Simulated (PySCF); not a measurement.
Propanoyl fluoride, C3H5FO.
Geometry (PBE0-D3(BJ)/def2-SVP, Å), atoms numbered from 1 in this order:
```xyz
10
C3H5FO angstrom
C     -1.0520   -0.2708    0.4130
C      0.1227   -0.2337   -0.5573
C      1.2507    0.6365   -0.0957
O      1.7921    1.5158   -0.6726
F      1.6415    0.2987    1.1471
H     -1.8375   -0.9404    0.0358
H     -1.4946    0.7283    0.5414
H     -0.7368   -0.6335    1.4012
H     -0.1749    0.1246   -1.5519
H      0.5379   -1.2488   -0.6816
```

Theory: MP2 and CCSD/aug-cc-pVDZ in PySCF, restricted Hartree–Fock reference, frozen core, non-relativistic, gas phase, PBE0-D3(BJ)/def2-SVP geometry.

E(HF) = -290.87108 Eh.

**Question.** How large is the problem?

**Answer.** 160 basis functions and 40 electrons; 5 orbitals frozen, which leaves o = 15 correlated occupied and v = 140 virtual orbitals. That is o·v = 2100 singles and o·v(o·v + 1)/2 = 2206050 distinct closed-shell doubles amplitudes before symmetry; the costliest CCSD step grows as o²v⁴ = 8.6 × 10^10.

**Question.** What are the MP2 and CCSD correlation energies?

**Answer.** MP2 -0.8227 Eh and CCSD -0.8563 Eh, which gives totals of -291.69375 and -291.72743 Eh. That is 0.777 eV for each correlated electron at CCSD (2248 kJ/mol in all, 0.294 % of the total energy); MP2 gives 96.1 % of the CCSD value.

**Question.** What is the T1 diagnostic?

**Answer.** 0.0142, below the customary warning level of 0.02. It is the norm of the spatial-orbital singles amplitudes over the root of the number of correlated electrons, so the norm is 0.078.

**Question.** How does correlation change the dipole moment?

**Answer.** HF gives 3.45 D and CCSD (unrelaxed density) 3.00 D, a change of -0.45 D.

No triples correction and no basis-set extrapolation were made.

One conformer stands for the species.
